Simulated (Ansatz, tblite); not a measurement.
# The cluster AlCl3: one state, many levels

Aim: run the singlet of the cluster AlCl3 at one geometry on many levels, and compare frontier levels, spin and run time.

Computed with Ansatz 0.2.0, Gaussian basis. Level: as each input shows.

Plan: GFN1-xTB, GFN2-xTB, PBE-D4/def2-TZVP, r2SCAN-D4/def2-TZVP, BLYP-D4/def2-TZVP, ωB97M-V/def2-TZVP, HSE06-D4/def2-TZVP, revPBE-D4/def2-TZVP, B2PLYP/def2-TZVP, PBE-D4/def2-SVP, PBE0-D4/def2-SVP, HF/6-31G, B3LYP-D4/6-31G, PBE0-D4/def2-TZVPD, PBE-D4/def2-TZVPD, r2SCAN-D4/def2-TZVPD, CCSD(T)/def2-TZVPP, MP2/def2-TZVP, RPA/def2-TZVP.

**1. The structure**

The geometry is that of the singlet, from an earlier relaxation (B3LYP-D4/def2-TZVP). At that level it is the lowest of the isomers that a small search found.

4 atoms, charge 0, spin multiplicity 1.

Bond lengths: Al1–Cl2 2.078 Å, Al1–Cl3 2.078 Å, Al1–Cl4 2.078 Å. Angles: Cl2–Al1–Cl3 120.0°, Cl2–Al1–Cl4 120.0°, Cl3–Al1–Cl4 120.0°.

As a file:

```mol
AlCl3
  3D, bonds by distance, orders not assigned

  4  3  0  0  0  0  0  0  0  0999 V2000
   -0.0000    0.0000    0.0000 Al  0  0
   -1.9322   -0.5987    0.4738 Cl  0  0
    1.4782   -0.0101    1.4600 Cl  0  0
    0.4541    0.6088   -1.9338 Cl  0  0
  1  2  8  0
  1  3  8  0
  1  4  8  0
M  END
```

PBE0-D4/def2-TZVP was run before; its log isn't repeated, and its numbers join the tables.

**2. GFN1-xTB**

Tight binding, by tblite at 300 K electronic temperature and without a spin-polarisation term:

```python
tblite.interface.Calculator('GFN1-xTB', numbers, positions, charge=0, uhf=0).singlepoint()
```

Energy -388.4012 eV, HOMO -13.10 eV, LUMO -7.98 eV; 0.003 s.

**3. GFN2-xTB**

Tight binding, by tblite at 300 K electronic temperature and without a spin-polarisation term:

```python
tblite.interface.Calculator('GFN2-xTB', numbers, positions, charge=0, uhf=0).singlepoint()
```

Energy -406.0967 eV, HOMO -12.06 eV, LUMO -7.76 eV; 0.003 s.

**4. PBE-D4/def2-TZVP**

start.molden holds the orbitals of an earlier run on this state, given as this run's starting guess.

File in.yaml:

```yaml
crystal:
  periodic: [false, false, false]
  atoms:
    - {symbol: Al, position_ang: [-0.000015, 0.000007, 0.000022]}
    - {symbol: Cl, position_ang: [-1.932212, -0.598736, 0.473846]}
    - {symbol: Cl, position_ang: [1.478150, -0.010081, 1.459970]}
    - {symbol: Cl, position_ang: [0.454078, 0.608810, -1.933828]}
basis:
  gaussian: {orbitals: def2-TZVP, initial_orbitals: start.molden}
hamiltonian: {xc: pbe, dispersion: d4}
scf: {omitted_lower_state_checks: [starts]}
output: {orbitals: {seedname: orbitals}}
```

Started as:

```console
$ ansatz run in.yaml --threads 2 --pin off --events-out ev --progress --plain --max-ram 4352MiB
```

After this run come: r2SCAN-D4/def2-TZVP; BLYP-D4/def2-TZVP; ωB97M-V/def2-TZVP; HSE06-D4/def2-TZVP; revPBE-D4/def2-TZVP; B2PLYP/def2-TZVP; PBE-D4/def2-SVP; PBE0-D4/def2-SVP; HF/6-31G; B3LYP-D4/6-31G; PBE0-D4/def2-TZVPD; PBE-D4/def2-TZVPD; r2SCAN-D4/def2-TZVPD; CCSD(T)/def2-TZVPP; MP2/def2-TZVP; RPA/def2-TZVP.

Before running them: what should the planned runs give, taken together? Wanted: gap in def2-TZVP, named functionals, smallest and largest; correlation energy, CCSD(T)/def2-TZVPP; correlation energy, MP2/def2-TZVP; binding an atom, CCSD(T)/def2-TZVPP; PBE0 total energy, smallest basis above largest.

**Answer**, as computed:

| quantity | value |
| --- | --- |
| gap in def2-TZVP, named functionals, smallest and largest | 5.67 eV (BLYP-D4), 12.06 eV (ωB97M-V) |
| correlation energy, CCSD(T)/def2-TZVPP | -19.16 eV |
| correlation energy, MP2/def2-TZVP | -16.77 eV |
| binding an atom, CCSD(T)/def2-TZVPP | 3.246 eV |
| PBE0 total energy, smallest basis above largest | 15.31 eV (def2-SVP, def2-TZVPD) |

**Reading.** Over the named functionals in def2-TZVP the gap runs from 5.67 eV (BLYP-D4) to 12.06 eV (ωB97M-V); exact exchange widens it. A small miss in a minimal or small basis is a cancelling of errors, not accuracy. The functionals in def2-TZVP miss CCSD(T)/def2-TZVPP by -0.024 (BLYP-D4) to +0.170 eV (r2SCAN-D4) an atom. CCSD(T)/def2-TZVPP isn't at the basis-set limit; small misses against it rank nothing.
